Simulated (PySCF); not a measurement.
## isopropylamine: calculation against experiment

**Experimental background.**

NIST CCCBDB Release 22 (SRD 101), experimental polarizabilities lists, for the gas: mean polarisability 7.769 Å³.

The results are set against them at the end.

Species: isopropylamine, C3H9N.
Numbering: `[CH3:1][CH:2]([CH3:3])[NH2:4]` (hydrogens: H5, H6, H7 on C1; H8 on C2; H9, H10, H11 on C3; H12, H13 on N4)

Cartesian coordinates in Å at the GFN2-xTB level; atoms count from 1:
```xyz
13
C3H9N angstrom
C      1.314   -0.460    0.014
C     -0.137   -0.128   -0.323
C     -0.468    1.311    0.065
N     -1.004   -1.023    0.434
H      1.466   -0.374    1.086
H      1.988    0.222   -0.498
H      1.554   -1.477   -0.288
H     -0.275   -0.236   -1.417
H      0.204    2.004   -0.436
H     -1.490    1.557   -0.213
H     -0.364    1.430    1.140
H     -1.979   -0.835    0.226
H     -0.813   -1.989    0.192
```

Runs made with PySCF (gas phase, on this GFN2-xTB geometry; no spin–orbit coupling):

```json
{"level": "PBE0/def2-SVPD", "job": "8 singlets by full TDDFT, 3 Tamm–Dancoff triplets, polarisability", "basis functions": "152", "wall time": "11 s"}
```

Hardware: an Arm Neoverse V2 with one thread (shared host).

## Comparison

**Mean polarisability.** Measured: 7.769 Å³ (NIST CCCBDB Release 22 (SRD 101), experimental polarizabilities).

```json
{"level": "PBE0/def2-SVPD", "computed (Å³)": "7.214", "computed − measured (Å³)": "-0.555", "% (from the printed values)": "-7"}
```

The computed values are static and purely electronic, with core orbitals frozen in the response (1 au = 0.148185 Å³). The table of measured values doesn't say here whether a value is static or optical, or holds a vibrational part. The measurement averages over conformers, the calculation has one.

No measured geometry was used, and the causes of the misses weren't examined.
